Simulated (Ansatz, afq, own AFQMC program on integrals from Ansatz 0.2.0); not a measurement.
# Where AFQMC and coupled cluster stand for AlSiH, triplet

```xyz
3

Si    0.0000    0.0000    3.6947
Al    0.0000    0.0000   -0.4332
H     0.0000    0.0000   -3.2616
```

Connectivity, by distances: Si ··· Al ··· H.

Basis 6-31G. Only valence electrons are correlated. Integrals, coupled cluster, full CI and functionals: Ansatz 0.2.0; the random walks run on the same integrals in our own AFQMC program. ph-AFQMC/CISD is guided by a CISD state made of CCSD amplitudes; releasing the constraint for a short imaginary time cuts its bias at the price of noise, slowly where states lie close. Uncertainties: one standard error, sampling alone.

Determinant: ROHF, the one that the program's search chose, which needn't be the lowest solution. The geometry is a point of a scan.

Full CI on the same integrals is exact in this basis and with this determinant's frozen core.

Cautions: lower spins were not checked; a spin-contaminated unrestricted determinant lies lower (UHF 556 meV lower, ⟨S²⟩ 2.73); strong correlation (T1 0.044, weight of the determinant 0.81, largest double 0.19); the released energies are still falling, so no released level is given (meV from the phaseless value at times in 1/Eh: -2.3 ± 2.3 at 0.24, -5.1 ± 1.9 at 0.51, -7.1 ± 1.9 at 0.99, -12.0 ± 2.2 at 1.62, -14.0 ± 2.1 at 2.40).

```
T1 diagnostic                               : 0.0441
weight of the determinant in the CISD state : 0.815
size of the correlated space                : 8 electrons in 18 orbitals
```

```
  level  correlation energy (eV)
    MP2                  -1.5091
   CCSD                  -2.5900
CCSD(T)                  -2.6302
```

(1) Estimate where full CI lies against CCSD(T) on the same integrals.

(1) 2.8 kJ/mol below CCSD(T).

Reference: full CI, correlation energy -2.659 eV.

```csv
level,E − E(reference) (kJ/mol),share of correlation (%)
CCSD(T),2.8,98.91
CCSDT,0.6,99.77
CCSDT(Q),0.2,99.91
CCSDTQ,0.0,99.99
ph-AFQMC/HF,15.6 ± 3.9,93.93
ph-AFQMC/CISD,4.0 ± 0.2,98.44
```

CCSDT and higher add their correlation energy to the determinant of the CCSD(T) run, since their own runs factorise the integrals more tightly (a shift of under 2 meV). A walk keeps the symmetry of its determinant, which the program's search chose and which needn't be the lowest solution, so a lower state of the same spin and another symmetry isn't excluded.
